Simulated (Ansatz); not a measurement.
**AlBH (quartet): wave-function methods side by side at distance B1–H3 = 1.604 Å, 6-31G**

Aim: climb from Hartree-Fock through coupled cluster and multireference methods for AlBH (quartet) at one geometry and basis, and see what each rung misses.

The runs use Ansatz 0.2.0, Gaussian basis; 6-31G, core rule «outside noble gas», up to 6 orbitals frozen.

The runs, in order: UHF; CCSD(T) on ROHF; CCSD(T) on UHF; BCCD(T) on ROHF; CISD; CCSDT(Q) on ROHF; CCSDT(Q) on UHF; CISDTQ; CCSDTQ on ROHF; CCSDTQ on UHF; CASSCF and MRCISD+Q, 5 electrons in 5 orbitals; CASSCF and NEVPT2, 5 electrons in 5 orbitals; CASSCF and MRCISD+Q, 7 electrons in 9 orbitals; CASSCF and NEVPT2, 7 electrons in 9 orbitals; Full CI.

21 further runs of the same task are left out: 1 for a mislabelled method, 10 that didn't finish, 10 set aside as unsound or not needed.

## 1. What is computed

The geometry derives from a PBE0/def2-TZVP stationary point (not a proven minimum). One bond is set to the value named and the two fragments are kept rigid.

3 atoms, charge 0, spin multiplicity 4.

Atoms are counted from 1 here; the program's logs count them from 0.

Bond lengths: B1–Al2 1.941 Å.

## 2. UHF

in.yaml

```yaml
crystal:
  periodic: [false, false, false]
  atoms:
    - {symbol: B, position_ang: [0.000000, 0.000000, 0.112267]}
    - {symbol: Al, position_ang: [0.000000, 0.000000, -1.828533]}
    - {symbol: H, position_ang: [0.000000, 0.000000, 1.716267]}
basis:
  gaussian: {orbitals: 6-31G}
magnetization: {spin_polarized: true, initial_magnetization: 3}
hamiltonian: {xc: hf}
output: {orbitals: {seedname: orbitals}}
```

Run with:

```bash
> ansatz run in.yaml --threads 1 --pin off --events-out ev --progress --plain --max-ram 2393MiB
```

The runs that follow: CCSD(T) on ROHF; CCSD(T) on UHF; BCCD(T) on ROHF; CISD; CCSDT(Q) on ROHF; CCSDT(Q) on UHF; CISDTQ; CCSDTQ on ROHF; CCSDTQ on UHF; CASSCF and MRCISD+Q, 5 electrons in 5 orbitals; CASSCF and NEVPT2, 5 electrons in 5 orbitals; CASSCF and MRCISD+Q, 7 electrons in 9 orbitals; CASSCF and NEVPT2, 7 electrons in 9 orbitals; Full CI.

**Question.** What will the summary of the whole plan be? Wanted: FCI below the RHF energy; RMP2 from FCI; UMP2 from FCI; RCCSD from FCI; RCCSD(T) from FCI; UCCSD(T) from FCI; RCCSDT(Q) from FCI; UCCSDT(Q) from FCI; NEVPT2 pair from FCI.

The runs gave:

| quantity | value |
| --- | --- |
| FCI below the RHF energy | -2.7430 eV |
| RMP2 from FCI | +820.2 meV |
| UMP2 from FCI | +800.5 meV |
| RCCSD from FCI | +132.3 meV |
| RCCSD(T) from FCI | +40.9 meV |
| UCCSD(T) from FCI | +40.1 meV |
| RCCSDT(Q) from FCI | +2.7 meV |
| UCCSDT(Q) from FCI | +2.0 meV |
| NEVPT2 pair from FCI | +663.1 meV |
| MRCISD+Q pair from FCI | +28.6 meV |
| NEVPT2 valence from FCI | +155.3 meV |
| levels within 1 kcal/mol (43 meV) | RCCSD(T), UCCSD(T), BCCD(T), RCCSDT, UCCSDT, CISDTQ, RCCSDT(Q), UCCSDT(Q), RCCSDTQ, UCCSDTQ, MRCISD+Q pair, MRCISD valence, MRCISD+Q valence |
| T1 diagnostic | 0.037 |
| effectively unpaired electrons | 3.07 |

What this shows: RCCSD(T) lands +40.9 meV from the yardstick (1.5 % of the correlation energy). One determinant dominates. Of the multireference levels listed MRCISD+Q valence comes nearest in total energy (+7.2 meV), which doesn't show that its space is the better one. These misses are within one basis, not against nature; the frozen cores of restricted and unrestricted runs differ, which can shift their rows.
